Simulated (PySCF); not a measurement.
# SiNH₅: electronic structure in real space

For SiNH₅, the scripts below compute its lowest excited states, analyse its density (charges, bond critical points, surface potential) and see where an electron leaves and enters.

Method: levels as typed in each script, gas phase, geometry from GFN2-xTB; program: PySCF 2.14.0.

## 1. The system as given

SMILES `N[SiH3]`, 7 atoms, charge 0, spin multiplicity 1.

Bond lengths: N1–Si2 1.723 Å, N1–H3 1.008 Å, N1–H4 1.007 Å, Si2–H5 1.460 Å, Si2–H6 1.472 Å, Si2–H7 1.461 Å. Angles: Si2–N1–H3 118.7°, Si2–N1–H4 118.7°, H3–N1–H4 109.5°, N1–Si2–H5 105.0°, N1–Si2–H6 115.3°, N1–Si2–H7 104.9°, H5–Si2–H6 108.9°, H5–Si2–H7 113.3°, H6–Si2–H7 109.4°.

Geometry (Å):

```mol
H5NSi
  3D, bonds by distance, orders not assigned

  7  6  0  0  0  0  0  0  0  0999 V2000
   -1.1407    0.0003    0.0682 N   0  0
    0.5808    0.0004   -0.0022 Si  0  0
   -1.6365   -0.8246   -0.2298 H   0  0
   -1.6375    0.8202   -0.2404 H   0  0
    0.9868   -1.2149    0.6985 H   0  0
    1.1558   -0.0144   -1.3572 H   0  0
    0.9854    1.2255    0.6826 H   0  0
  1  2  8  0
  1  3  8  0
  1  4  8  0
  2  5  8  0
  2  6  8  0
  2  7  8  0
M  END
```

## 2. Excited states (HF/def2-svpd)

File input.py:

```python
import numpy as np
from pyscf import gto, scf, dft, tdscf
from pyscf.scf import atom_ks, atom_hf
from scipy.linalg import block_diag

def solve(mol, dm0=None, hcore=None):
    mf = scf.UHF(mol) if mol.spin else scf.RHF(mol)
    mf = mf.density_fit(auxbasis='def2-universal-jkfit')
    mf.conv_tol, mf.max_cycle = 1e-8, 80
    if hcore is not None:
        mf.get_hcore = lambda *args: hcore
    mf.kernel(dm0)
    if not mf.converged:
        mf = mf.newton().run(mf.mo_coeff, mf.mo_occ, max_cycle=30)
    assert mf.converged, 'SCF not converged'
    return mf

mol = gto.M(atom='''
N     -1.14068     0.00027     0.06824
Si     0.58077     0.00045    -0.00224
H     -1.63654    -0.82465    -0.22978
H     -1.63749     0.82023    -0.24043
H      0.98684    -1.21489     0.69846
H      1.15578    -0.01441    -1.35724
H      0.98542     1.22552     0.68265
''', basis='def2-svpd', charge=0, spin=0, verbose=4)
mf = solve(mol)
td = mf.TDA()
td.nstates, td.singlet, td.conv_tol = 4, True, 1e-5
td.kernel()
td.analyze()
x, y = np.array([p[0] for p in td.xy]), np.array([p[1] + 0 * p[0] for p in td.xy])
f, mu = td.oscillator_strength(), td.transition_dipole()
nto = [td.get_nto(state=i + 1, verbose=4) for i in range(len(td.e))]
# spherically averaged free atoms, for the promolecule
atm = scf.atom_hf.get_atm_nrhf(mol)
pro = block_diag(*[(atm[a[0]][2] * atm[a[0]][3]) @ atm[a[0]][2].T for a in mol._atom])
np.savez('result.npz', e=td.e, f=f, ok=td.converged, w=[n[0] for n in nto], nto=[n[1] for n in nto], x=x, y=y, c=mf.mo_coeff, occ=mf.mo_occ, eps=mf.mo_energy, pro=pro, mu=mu)
```

Started as:

```console
OMP_NUM_THREADS=1 python input.py
```

## 4. Density, bond paths and surface potential (HF/def2-svp)

File input.py:

```python
import numpy as np
from pyscf import gto, scf, dft
from pyscf.scf import atom_ks, atom_hf
from scipy.linalg import block_diag

def solve(mol, dm0=None, hcore=None):
    mf = scf.UHF(mol) if mol.spin else scf.RHF(mol)
    mf = mf.density_fit(auxbasis='def2-universal-jkfit')
    mf.conv_tol, mf.max_cycle = 1e-8, 80
    if hcore is not None:
        mf.get_hcore = lambda *args: hcore
    mf.kernel(dm0)
    if not mf.converged:
        mf = mf.newton().run(mf.mo_coeff, mf.mo_occ, max_cycle=30)
    assert mf.converged, 'SCF not converged'
    return mf

mol = gto.M(atom='''
N     -1.14068     0.00027     0.06824
Si     0.58077     0.00045    -0.00224
H     -1.63654    -0.82465    -0.22978
H     -1.63749     0.82023    -0.24043
H      0.98684    -1.21489     0.69846
H      1.15578    -0.01441    -1.35724
H      0.98542     1.22552     0.68265
''', basis='def2-svp', charge=0, spin=0, verbose=4)
mf = solve(mol)
mf.analyze()
# spherically averaged free atoms, for the promolecule
atm = scf.atom_hf.get_atm_nrhf(mol)
pro = block_diag(*[(atm[a[0]][2] * atm[a[0]][3]) @ atm[a[0]][2].T for a in mol._atom])
np.savez('result.npz', e=mf.e_tot, c=mf.mo_coeff, occ=mf.mo_occ, eps=mf.mo_energy, pro=pro, dip=mf.dip_moment(verbose=0), s2=mf.spin_square()[0])
```

## 6. Removing and adding an electron (wB97X/6-31+g*)

File input.py:

```python
import numpy as np
from pyscf import gto, scf, dft
from pyscf.scf import atom_ks, atom_hf
from scipy.linalg import block_diag

def solve(mol, dm0=None, hcore=None):
    mf = (dft.UKS if mol.spin else dft.RKS)(mol, xc='wb97x')
    mf.grids.level = 3
    mf = mf.density_fit(auxbasis='def2-universal-jkfit')
    mf.conv_tol, mf.max_cycle = 1e-8, 80
    if hcore is not None:
        mf.get_hcore = lambda *args: hcore
    mf.kernel(dm0)
    if not mf.converged:
        mf = mf.newton().run(mf.mo_coeff, mf.mo_occ, max_cycle=30)
    assert mf.converged, 'SCF not converged'
    return mf

mol = gto.M(atom='''
N     -1.14068     0.00027     0.06824
Si     0.58077     0.00045    -0.00224
H     -1.63654    -0.82465    -0.22978
H     -1.63749     0.82023    -0.24043
H      0.98684    -1.21489     0.69846
H      1.15578    -0.01441    -1.35724
H      0.98542     1.22552     0.68265
''', basis='6-31+g*', charge=0, spin=0, verbose=4)
mf = solve(mol)
out = dict(e0=mf.e_tot, dm0=mf.make_rdm1(), c=mf.mo_coeff, occ=mf.mo_occ, eps=mf.mo_energy)
for name, dq, spin in [('cation', 1, 1), ('anion', -1, 1)]:
    ion = mol.copy().set(charge=mol.charge + dq, spin=spin).build()
    mi = solve(ion)
    if spin and dq > 0 and mol.nao < 130:
        c, _, stable, _ = mi.stability(return_status=True)
        if not stable:
            mi = solve(ion, mi.make_rdm1(c, mi.mo_occ))
    print(name, 'vertical energy change / eV', (mi.e_tot - mf.e_tot) * 27.211386)
    out.update({'e_' + name: mi.e_tot, 'dm_' + name: mi.make_rdm1(), 's2_' + name: mi.spin_square()[0], 'eps_' + name: mi.mo_energy, 'occ_' + name: mi.mo_occ})
# spherically averaged free atoms, for the promolecule
atm = atom_ks.get_atm_nrks(mol, xc='wb97x')
pro = block_diag(*[(atm[a[0]][2] * atm[a[0]][3]) @ atm[a[0]][2].T for a in mol._atom])
np.savez('result.npz', pro=pro, **out)
```

(Steps that only read results are left out.)

What does the calculation give? Wanted: lowest singlet excitation; dipole moment; HOMO, LUMO; vertical ionisation energy.

As calculated:

```
                                  quantity            value
  lowest singlet excitation (HF/def2-svpd)          7.47 eV
               dipole moment (HF/def2-svp)           1.23 D
                  HOMO, LUMO (HF/def2-svp)  -10.82, 4.14 eV
vertical ionisation energy (wB97X/6-31+g*)          9.95 eV
```

At HF/def2-svp: The highest Hirshfeld charge is on Si2 (+0.40 e), the lowest on N1 (−0.36 e). The ionisation energy from two SCF runs, 9.95 eV, lies 0.2 eV above −ε(HOMO) = 9.78 eV of the same level, wB97X/6-31+g*. All values hold at the given geometry, in the gas phase.
